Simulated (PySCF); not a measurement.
## Broadened absorption spectrum of C2F2O

C2F2O.
InChI=1S/C2F2O/c3-2(4)1-5

Computed with TDDFT CAM-B3LYP/def2-SVPD, vertical, gas phase, core orbitals frozen in the response in PySCF 2.14.0, density-fitted response routines. Geometry: PBE0-D3(BJ)/def2-SVP; no solvent, vibrations or thermal averaging.

Broadening: Gaussians 0.3 eV wide at half height, area fixed by f = 4.319×10⁻⁹ ∫ε dν̃. The cross-section is σ = 3.8235×10⁻²¹ ε cm², given in Mb (10⁻¹⁸ cm²). The width is an assumption, not a result. The curve ends short of the highest state used, and states not computed would add to its high-energy end.

| E (eV) | σ (Mb) |
| --- | --- |
| 1.70 | 0.00 |
| 1.90 | 0.00 |
| 2.11 | 0.00 |
| 2.32 | 0.00 |
| 2.53 | 0.00 |
| 2.74 | 0.00 |
| 2.95 | 0.00 |
| 3.16 | 0.00 |
| 3.37 | 0.00 |
| 3.58 | 0.00 |
| 3.79 | 0.00 |
| 4.00 | 0.00 |
| 4.21 | 0.00 |
| 4.42 | 0.00 |
| 4.63 | 0.00 |
| 4.84 | 0.00 |
| 5.05 | 0.00 |
| 5.26 | 0.00 |
| 5.47 | 0.00 |
| 5.68 | 0.10 |
| 5.89 | 2.23 |
| 6.10 | 3.34 |
| 6.31 | 0.33 |
| 6.51 | 0.00 |
| 6.72 | 0.00 |
| 6.93 | 0.22 |
| 7.14 | 1.10 |
| 7.35 | 0.36 |
| 7.56 | 0.03 |
| 7.77 | 2.94 |
| 7.98 | 33.33 |
| 8.19 | 26.83 |
| 8.40 | 14.39 |
| 8.61 | 5.93 |
| 8.82 | 0.18 |
| 9.03 | 0.75 |

Q: Locate the maxima and give the states behind the curve.

A: 206 nm (6.03 eV), ε about 1000, made up of S2 (100%); 173 nm (7.16 eV), ε about 290, made up of S3 (100%); 154 nm (8.07 eV), ε about 11000, made up of S5 (100%); 147 nm (8.42 eV), ε about 3800, made up of S7 (95%) (hardly more than a shoulder) (ε in L mol⁻¹ cm⁻¹; maxima over ε = 5, shares over 10%). At its high-energy end, 9.03 eV, the curve is still rising (ε about 200, from S8 and S9). The states used: S1 2.15 eV (f 0.0000); S2 6.03 eV (f 0.011); S3 7.16 eV (f 0.0032); S4 8.00 eV (f 0.0000); S5 8.06 eV (f 0.120); S6 8.35 eV (f 0.0000); S7 8.44 eV (f 0.041); S8 9.29 eV (f 0.012); S9 9.45 eV (f 0.173); S10 9.63 eV (f 0.0001).

Q: What would ε be at 8.07 eV, the highest of these maxima, with half the width (0.15 eV)?

A: About 21300 L mol⁻¹ cm⁻¹ against 10800, a factor of about 1.98; a lone state at its own centre would give exactly 2.

Q: Does any computed singlet lie in the visible range?

A: S1 lies in the visible range (380 to 750 nm), at 578 nm, dark in the vertical dipole picture (f under 0.0005); light of that wavelength is yellow-green to yellow, and its complementary colour is violet to blue; a Tamm–Dancoff triplet lies at 750 nm, without intensity as long as spin–orbit coupling is left out.

Q: Coming from long wavelengths, where does ε first pass 100 L mol⁻¹ cm⁻¹?

A: At about 216 nm (5.75 eV), 3.61 eV above S1.

The vertical ionisation energy (ΔSCF) is 9.93 eV, 0.30 eV above S10.

Time: 38 s of wall time. Hardware: x86-64 server, one thread, on a shared host.
